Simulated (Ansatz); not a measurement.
**AlH (SMILES [AlH]) at CCSD/cc-pVTZ**

What is the energy change on altering one bond length of AlH at CCSD/cc-pVTZ? 

The results are computed with Ansatz 0.2.0.

53 further runs of the same task are left out: 53 set aside as unsound or not needed.

## (1) The structure to begin with

The species is AlH (2 atoms), meant as a singlet with charge 0. SMILES: `[AlH]`. The shape comes from GFN2-xTB, which is rough for such elements, and wasn't checked as a minimum.

Bond lengths: Al1–H2 1.613 Å.

## (2) The energy at CCSD/cc-pVTZ

in.yaml reads:

```yaml
basis:
  gaussian: {orbitals: cc-pVTZ}
crystal:
  periodic: [false, false, false]
  atoms:
    - {symbol: Al, position_ang: [0.000000, 0.000000, 0.000000]}
    - {symbol: H, position_ang: [0.000000, 0.000000, 1.613470]}
correlation: {method: ccsd, frozen_orbitals: {Al: 5, H: 0}}
accuracy: high
scf: {omitted_lower_state_checks: [cluster_reference, increment]}
```

Launch:

```sh
$ ansatz run in.yaml --threads 1 --pin off --max-ram 2610MiB --events-out events.jsonl --progress --plain --runs-dir runs
```

Log (excerpt; [...] marks lines left out):

```text
Warning: RAYON_NUM_THREADS=1 ignored (pool sized by the plan → 1); use --threads N
Functional definition: HF
  name "HF"
[...]
632 factors; integrals over basis functions are off by at most 3.7e-9 eV
[...]
mean field -6597.71379508 eV, -242.4615098782 hartree, gradient 4.5e-8 eV, S^2 0.000000; 0 other end points of the search recorded, 0 dependent functions left out; unrestricted orbitals would lower it
5 core orbitals not correlated: weight in the atoms' cores, before any rotation towards them, 1.000 or more for the frozen orbitals, at most 0.000 for the correlated occupied ones
reference -6597.71379508 eV, -242.4615098782 hartree; 2, 2 occupied and 41, 41 virtual orbitals, 632 factors
second order -1.68921009 eV of doubles, -0.00000000 eV of singles
cycle   1  -2.03670289 eV  change   -3.5e-1 eV  update   6.4e-2
[...]
cycle  22  -2.24186027 eV  change   1.4e-10 eV  update  4.9e-10
Total energy: -6599.95565535 eV, -242.5438967236 hartree
Checks for a lower state left out: cluster_reference, increment
```

Run time: 0.7 s. Hardware: 1 thread of Intel Xeon Platinum 8259CL at 2.50GHz (Skylake/Cascade Lake), shared host; peak memory 0.13 GiB.

## (3) The distorted shape

in.yaml reads:

```yaml
crystal:
  periodic: [false, false, false]
  atoms:
    - symbol: Al
      position_ang: [0.000000, 0.000000, -0.403330]
    - symbol: H
      position_ang: [0.000000, 0.000000, 1.613470]
basis:
  gaussian:
    orbitals: cc-pVTZ
magnetization:
  spin_polarized: false
  initial_magnetization: 0
correlation:
  method: ccsd
  frozen_orbitals: {Al: 5, H: 0}
accuracy: high
scf:
  omitted_lower_state_checks: [cluster_reference, increment]
```

Launch:

```sh
$ ansatz run in.yaml --threads 1 --pin off --max-ram 2610MiB --events-out events.jsonl --progress --plain --runs-dir runs
```

Log (excerpt; [...] marks lines left out):

```text
Warning: RAYON_NUM_THREADS=1 ignored (pool sized by the plan → 1); use --threads N
[... 2 set-up lines as earlier in the session ...]
[...]
621 factors; integrals over basis functions are off by at most 3.6e-9 eV
[...]
mean field -6597.26607542 eV, -242.4450564842 hartree, gradient 5.8e-8 eV, S^2 0.000000; 0 other end points of the search recorded, 0 dependent functions left out; unrestricted orbitals would lower it
5 core orbitals not correlated: weight in the atoms' cores, before any rotation towards them, 1.000 or more for the frozen orbitals, at most 0.000 for the correlated occupied ones
reference -6597.26607542 eV, -242.4450564842 hartree; 2, 2 occupied and 41, 41 virtual orbitals, 621 factors
second order -1.69151747 eV of doubles, -0.00000000 eV of singles
cycle   1  -2.04851545 eV  change   -3.6e-1 eV  update   6.7e-2
[...]
cycle  22  -2.27455397 eV  change   1.1e-10 eV  update  3.7e-10
Total energy: -6599.54062939 eV, -242.5286448008 hartree
Checks for a lower state left out: cluster_reference, increment
```

Run time: 0.68 s. Hardware: 1 thread of Intel Xeon Platinum 8259CL at 2.50GHz (Skylake/Cascade Lake), shared host; peak memory 0.12 GiB.

## (4) Results

At CCSD/cc-pVTZ, 5 core orbitals frozen:

```
                                                          quantity          value
                                         first shape: total energy  -242.54390 Eh
          first shape: correlation energy (5 core orbitals frozen)      -82.4 mEh
                                        first shape: T1 diagnostic          0.013
                                     distorted shape: total energy  -242.52864 Eh
      distorted shape: correlation energy (5 core orbitals frozen)      -83.6 mEh
                                    distorted shape: T1 diagnostic          0.016
energy change with the Al1–H2 bond stretched from 1.613 to 2.017 Å       0.415 eV
```

What this shows: With the Al1–H2 bond stretched from 1.613 to 2.017 Å the energy rises by 0.42 eV (40.0 kJ/mol). The first shape isn't relaxed at this level, so the change isn't measured from a minimum. The restricted solution (first shape) is unstable to spin breaking: an unrestricted one lies lower. The restricted solution (distorted shape) is unstable to spin breaking: an unrestricted one lies lower.
